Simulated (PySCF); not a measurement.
# How the numerical set-up moves the result for Li2

The method stays; parts of the set-up, such as the basis or the Hamiltonian, are changed.

Computed with PySCF 2.14.0. Level: method and basis as typed in the scripts.

### Step 1. Starting geometry

Li2: 2 atoms, charge 0, spin multiplicity 1.

No contacts short enough for the rule that draws bonds.

### Step 2. The base run

File input.py:

```python
from pyscf import gto, scf, cc

mol = gto.M(
    atom='Li 0 0 0; Li 0 0 2.57',
    basis='6-311++g**',
    charge=0,
    spin=0,
    verbose=4,
)
mf = scf.RHF(mol)
mf.kernel()
mycc = cc.CCSD(mf)
mycc.kernel()
mf.dip_moment()
print('orbital energies (hartree):', mf.mo_energy[..., max(0, mol.nelec[1]-3):mol.nelec[0]+3].round(4))
```

The run is started by

```console
> OMP_NUM_THREADS=1 python input.py
```

The log of this run is left out.

In short: E(SCF) = -14.868925 Eh, 7 cycles, E(CCSD) − E(SCF) = -0.06133 Eh, μ = 0.00 D (of the SCF density).

The bond length is a typed value, not an optimised one.

### Step 3. Jorge-dzp-dkh (X2C on)

Run 1 changes basis set: 6-311++g** → jorge-dzp-dkh; spin-free X2C: off → on.

File input.py:

```python
from pyscf import gto, scf, cc

mol = gto.M(
    atom='Li 0 0 0; Li 0 0 2.57',
    basis='jorge-dzp-dkh',
    charge=0,
    spin=0,
    verbose=4,
)
mf = scf.RHF(mol)
mf = mf.sfx2c1e()
mf.kernel()
mycc = cc.CCSD(mf)
mycc.kernel()
mf.dip_moment()
print('orbital energies (hartree):', mf.mo_energy[..., max(0, mol.nelec[1]-3):mol.nelec[0]+3].round(4))
```

The run is started by

```console
> OMP_NUM_THREADS=1 python input.py
```

### Step 4. Cc-pvdz-dk (X2C on)

Run 2 changes basis set: 6-311++g** → cc-pvdz-dk; spin-free X2C: off → on.

Changes to input.py since step 2:

```diff
@@ -4,3 +4,3 @@
     atom='Li 0 0 0; Li 0 0 2.57',
-    basis='6-311++g**',
+    basis='cc-pvdz-dk',
     charge=0,
@@ -10,2 +10,3 @@
 mf = scf.RHF(mol)
+mf = mf.sfx2c1e()
 mf.kernel()
```

### Step 5. Cartesian functions on

Run 3 changes Cartesian functions: off → on.

Changes to input.py since step 2:

```diff
@@ -7,2 +7,3 @@
     spin=0,
+    cart=True,
     verbose=4,
```

### Step 6. Def2-tzvp

Run 4 changes basis set: 6-311++g** → def2-tzvp.

Changes to input.py since step 2:

```diff
@@ -4,3 +4,3 @@
     atom='Li 0 0 0; Li 0 0 2.57',
-    basis='6-311++g**',
+    basis='def2-tzvp',
     charge=0,
```

### Step 7. Jorge-dzp

Run 5 changes basis set: 6-311++g** → jorge-dzp.

Changes to input.py since step 2:

```diff
@@ -4,3 +4,3 @@
     atom='Li 0 0 0; Li 0 0 2.57',
-    basis='6-311++g**',
+    basis='jorge-dzp',
     charge=0,
```

Before running it: what results should come out? Wanted: for each run, E(SCF); from base; gap; after the SCF.

**Answer**, as computed:

```
                   run  E(SCF) (hartree)  from base (eV)  cycles  gap (eV)  functions               after the SCF
                  base        -14.868925               0       7      5.10         44  CCSD correlation -1.669 eV
jorge-dzp-dkh (X2C on)        -14.869626  not comparable       7      5.19         30  CCSD correlation -1.397 eV
   cc-pvdz-dk (X2C on)        -14.869598  not comparable       7      5.22         28  CCSD correlation -0.885 eV
Cartesian functions on        -14.869129         -0.0056       7      5.10         46  CCSD correlation -1.676 eV
             def2-tzvp        -14.869394         -0.0128       6      5.43         28  CCSD correlation -2.625 eV
             jorge-dzp        -14.868271         +0.0178       7      5.19         30  CCSD correlation -1.399 eV
```

Of the runs whose energies can be compared, “jorge-dzp” moves the SCF energy most (+0.018 eV). def2-tzvp (28 functions) gives an energy 0.01 eV lower than 6-311++g** (44); size alone doesn't order basis sets of different families. jorge-dzp (30 functions) gives an energy 0.02 eV higher than 6-311++g** (44).
